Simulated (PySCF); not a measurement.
# C4H5NS: the cost of one run

Programs: PySCF 2.14.0, with routines of our own; each step states its level. All values are computed. Atoms count from 0.

## Step 1: The starting structure

11 atoms, charge 0, multiplicity 1; geometry from: GFN2-xTB.

## Step 2: Optimising the geometry at LC-wPBE/6-31G*

The job: settings as JSON, then the geometry in Å.

```
{"job": {"xc": "LC-wPBE", "basis": "6-31G*", "grid": 1, "kind": "geom"}, "charge": 0, "multiplicity": 1}
N     -1.764173    -0.488840     0.138324
C     -0.470912     0.006116     0.063373
C      0.667938    -0.829502    -0.119852
C      1.833874    -0.142085    -0.077370
S      1.589765     1.537095     0.189314
C     -0.118950     1.312909     0.233424
H     -2.486856     0.199203    -0.007736
H     -1.917119    -1.337769    -0.384438
H      0.599892    -1.892192    -0.271464
H      2.831436    -0.518120    -0.186172
H     -0.759471     2.155855     0.396635
```

On the command line:

```
$ OMP_NUM_THREADS=1 python excited_run.py task.json out
```

The driver reads the jobs from task.json and runs them one after another.

Q: Estimate the wall time and peak memory of this first job on 1 thread of Intel Xeon 6975P-C, shared host.

About 48 s, with a peak of 0.51 GiB.
